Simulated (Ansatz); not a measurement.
Task: an active-space calculation of AlH5S, SMILES [AlH3-][SH2+], with Ansatz 0.2.0, Python API. Give the script and its output. Level of theory (for the species named): Hartree-Fock, def2-SVP basis, multiplicity 1.

```xyz
7

Al   -0.4033   -0.6927   -0.3938
S     0.8308    0.6287    0.8913
H    -0.3798   -2.1659    0.0603
H    -1.8938   -0.1469   -0.3018
H     0.0423   -0.5384   -1.9381
H     0.0577    1.5906    1.5114
H     1.8074    1.2566    0.1250
```

`run_cas.py`:
```python
# -*- coding: utf-8 -*-
"""Active-space calculation on AlH5S."""

import ansatz


def main():
    geometry_ang = [
        ("Al", [-0.4033, -0.6927, -0.3938]),
        ("S", [0.8308, 0.6287, 0.8913]),
        ("H", [-0.3798, -2.1659, 0.0603]),
        ("H", [-1.8938, -0.1469, -0.3018]),
        ("H", [0.0423, -0.5384, -1.9381]),
        ("H", [0.0577, 1.5906, 1.5114]),
        ("H", [1.8074, 1.2566, 0.125]),
    ]
    mol = ansatz.Crystal.molecule()
    for symbol, xyz in geometry_ang:
        mol = mol.atom(symbol, xyz)

    calc = mol.calculation().basis(gaussian="def2-SVP").correlation(active_electrons=6, active_orbitals=6)
    for method in [None, "sc_nevpt2", "fic_mrcisd_q"]:
        report = (calc if method is None else calc.correlation(method)).run(threads=1, backend="cpu").report
        space = report["configurations"]
        state = space["states"][0]
        print(method or "casscf", f"total {report['free_energy_ev'] / 27.211386246:.6f} Ha, active-space state {state['energy']['hartree']:.6f} Ha, mean field {report['reference_energy_ev'] / 27.211386246:.6f} Ha")
        print("  determinants", state["n_determinants"], " natural occupations", [round(n, 3) for n in space["natural_occupations"]])


if __name__ == "__main__":
    main()
```

`python run_cas.py` gives:
```text
casscf total -642.145225 Ha, active-space state -642.145225 Ha, mean field -642.098515 Ha
  determinants 400  natural occupations [1.979, 1.978, 1.973, 0.027, 0.024, 0.019]
sc_nevpt2 total -642.325742 Ha, active-space state -642.145198 Ha, mean field -642.098515 Ha
  determinants 400  natural occupations [1.979, 1.978, 1.973, 0.027, 0.024, 0.019]
fic_mrcisd_q total -642.376836 Ha, active-space state -642.145198 Ha, mean field -642.098515 Ha
  determinants 400  natural occupations [1.979, 1.978, 1.973, 0.027, 0.024, 0.019]
```

Notes:
- Total energies depend on the basis set; only differences at equal settings carry meaning.
- The geometry is a force-field or estimated start, not a minimum of this method, and the basis set is short of its limit. The active space starts as a window about the frontier orbitals and is then optimised, not chosen by chemistry.
- Finished in 12 s on 1 thread of Arm Neoverse V1, with other jobs on the host, peak memory 0.22 GiB.
